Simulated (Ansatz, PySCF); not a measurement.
LiH, SMILES [LiH].

The structure is a stationary point at PBE0-D3(BJ)/def2-TZVPD.

Vertical ionisation energy (IE) and electron affinity (EA) in eV. Rows of orbital energies are one-electron estimates. Where ΔSCF, EOM or ADC give a negative EA the extra electron is unbound and the value depends on the basis.

```
level                                                                        IE     EA
-------------------------------------------------------------------------  ----  -----
−ε(HOMO), −ε(LUMO), HF/def2-TZVPD (PySCF)                                  8.20  -0.03
−ε(HOMO), −ε(LUMO), r2SCAN/def2-TZVPD (PySCF)                              4.51   0.38
−ε(HOMO), −ε(LUMO), PBE/def2-TZVPD (PySCF)                                  [?]    [?]
ΔSCF, CAM-B3LYP/def2-TZVPD (Ansatz), final states of multiplicity 2 and 2  8.27   0.19
ΔSCF, PBE/def2-TZVPD (Ansatz), final states of multiplicity 2 and 2        8.05   0.25
```

Q: Some entries are withheld; supply them. (Estimate from the structure and the level; the computed values follow.)

A: 
- −ε(HOMO), −ε(LUMO), PBE/def2-TZVPD (PySCF), IE: 4.37
- −ε(HOMO), −ε(LUMO), PBE/def2-TZVPD (PySCF), EA: 1.59

Q: What vertical singlet–triplet gap does ΔSCF give with CAM-B3LYP/def2-TZVPD (Ansatz, a first-principles code) and with PBE/def2-TZVPD (Ansatz)? (Estimate from the structure and the level; the computed values follow.)

A: 3.34 and 3.09 eV (triplet above singlet where positive).
